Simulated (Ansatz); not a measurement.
in.yaml

```yaml
crystal:
  periodic: [false, false, false]
  atoms:
    - {symbol: B, position_ang: [0.000000, -0.193343, 0.758138]}
    - {symbol: F, position_ang: [0.000000, 0.073312, -0.515115]}
    - {symbol: H, position_ang: [0.000000, 0.691921, 1.577603]}
basis:
  gaussian: {orbitals: cc-pVDZ}
total_charge: 1
magnetization: {spin_polarized: true, initial_magnetization: 0}
hamiltonian: {xc: hf}
output: {orbitals: {seedname: orbitals}}
```

```sh
$ ansatz run in.yaml --threads 1 --pin off --events-out ev --progress --plain --max-ram 2393MiB
```

Log:

```
303 factors; integrals over basis functions are off by at most 9.0e-4 eV
mean field evaluation 1: about -3376.8158 eV, gradient 4.4e1 eV
mean field evaluation 2: about -3376.8164 eV, gradient 4.4e1 eV
mean field evaluation 4: about -3383.7283 eV, gradient 1.9e0 eV
mean field evaluation 8: about -3383.7644 eV, gradient 3.9e-4 eV
mean field -3383.76435613 eV, -124.3510464897 hartree, gradient 1.8e-5 eV, S^2 0.000000; 0 other end points of the search recorded, 0 dependent functions left out
reference -3383.76435613 eV, -124.3510464897 hartree; 7, 7 occupied and 26, 26 virtual orbitals, 303 factors
Total energy: -3383.76435613 eV, -124.3510464897 hartree
```

Ran on 1 thread of Arm Neoverse V1, shared host: 0.15 s wall, 0.06 GiB peak host memory.
